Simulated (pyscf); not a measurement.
PySCF, gas phase, ωB97X-D3(BJ)/def2-SVP geometries.

Question: For H₃C–NH–Si(NH₂)(NH₂)–NH₂ (SMILES CN[Si](N)(N)N) + H₂O (SMILES O) → H₃C–NH–Si(NH₂)(NH₂)–OH (SMILES CN[Si](N)(N)O) + NH₃ (SMILES N), a four-centre exchange (singlet surface; N–Si, H–O broken, O–Si, H–N formed), PBE/def2-TZVP gives ΔE‡ = 11.8 kcal/mol and ΔE = -13.9 kcal/mol (zero: the separated reactants). In which direction and how far do B3LYP-D3(BJ)/def2-TZVP, PBE0-D3(BJ)/def2-TZVP, ωB97M-D3(BJ)/def2-TZVP move these?

Answer: B3LYP-D3(BJ): ΔE‡ = 15.6 kcal/mol, ΔE = -14.0 kcal/mol; PBE0-D3(BJ): ΔE‡ = 12.7 kcal/mol, ΔE = -13.3 kcal/mol; ωB97M-D3(BJ): ΔE‡ = 14.7 kcal/mol, ΔE = -13.8 kcal/mol. PBE's barrier lies under all of them, by 1.0 to 3.8 kcal/mol. Its reaction energy matches one of them and lies within 0.6 kcal/mol of the others. On the reactant side the descent ends in a bound adduct, 9.7 kcal/mol under the separated species and 24.7 kcal/mol under the saddle at ωB97X-D3(BJ)/def2-TZVP. On the product side the descent ends in a complex (not fully relaxed), 6.2 kcal/mol under the separated species and 34.7 kcal/mol under the saddle at ωB97X-D3(BJ)/def2-TZVP. One saddle was located; it need not be the lowest between these sides.
